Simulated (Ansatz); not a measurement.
For zinc-blende MgS (metastable phase), PBEsol in Ansatz (plane waves, PAW) gives:

- equilibrium lattice constant a: 5.652 Å
- bulk modulus B0: 57.7 GPa
- band gap at the measured cell: 3.40 eV

### Question
What does B3LYP (VWN-RPA form) in Ansatz (PAW) give for the same quantities?

### Answer

- lattice constant a: 5.701 Å (rises by 0.9 %)
- bulk modulus: 56.6 GPa (shrinks by 1.9 %)
- band gap at the measured cell: 5.10 eV (grows by 1.70 eV)

For comparison: band gap 4.78 ± 0.1 eV (measured, temperature not stated, extrapolated in composition from an alloy gap of 4.19 eV, direct; extrapolated from a Zn0.2Mg0.8S0.645Se0.355 epilayer; as tabulated in Lucero et al. (2012), arXiv:1111.4515).

Changes are worked out from the printed values.

Unless a cell is named, each level is at its own relaxed cell (PBEsol 22.57, B3LYP (VWN-RPA form) 23.16 Å³/atom).

Density-functional gaps are differences of (generalised) Kohn–Sham levels.

Ansatz's density-functional and Hartree–Fock values are scalar-relativistic unless marked +SOC, with PAW data made under PBE.

Ansatz is an electronic-structure program.
